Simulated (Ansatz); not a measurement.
What does this script print? It uses the Python package of Ansatz (0.2.0).

Script `c4h10n2_conformers.py`:
```python
"""Conformer energies of C4H10N2."""

import ansatz as az
from rdkit import Chem
from rdkit.Chem import AllChem

rd = Chem.AddHs(Chem.MolFromSmiles("CCNCC=N"))
ids = list(AllChem.EmbedMultipleConfs(rd, numConfs=20, randomSeed=784, pruneRmsThresh=0.4))
field = [energy for _, energy in AllChem.MMFFOptimizeMoleculeConfs(rd)]
distinct = {round(e, 2): i for i, e in zip(ids, field)}
chosen = sorted(distinct.items())[:5]
found = []
for force_field, index in chosen:
    c4h10n2 = az.Crystal.molecule()
    for atom, xyz in zip(rd.GetAtoms(), rd.GetConformer(index).GetPositions()):
        c4h10n2 = c4h10n2.atom(atom.GetSymbol(), xyz.round(5).tolist())
    model = (
        c4h10n2.calculation()
        .basis(gaussian="cc-pVDZ")
        .functional("PBE")
        .accuracy("high")
    )
    found.append(model.run(threads=1, backend="cpu").report["free_energy_ev"])
print("conformer   MMFF (kcal/mol)   this level (kJ/mol)")
for (force_field, index), e in zip(chosen, found):
    print(f"{index:9d} {force_field - chosen[0][0]:17.2f} {96.485332 * (e - min(found)):17.3f}")
```

```console
$ python c4h10n2_conformers.py
conformer   MMFF (kcal/mol)   this level (kJ/mol)
        0              0.00             0.000
        9              0.30             7.184
       10              0.49             8.380
        2              0.76            12.464
        4              1.68             4.215
```

Reading the output:
- These settings explore the input space; basis and method may be short of convergence.
- The conformers keep their force-field geometries.
- Wall time of the script: 84 s on 1 thread of Arm Neoverse V1 (shared host), peak memory 0.66 GiB.
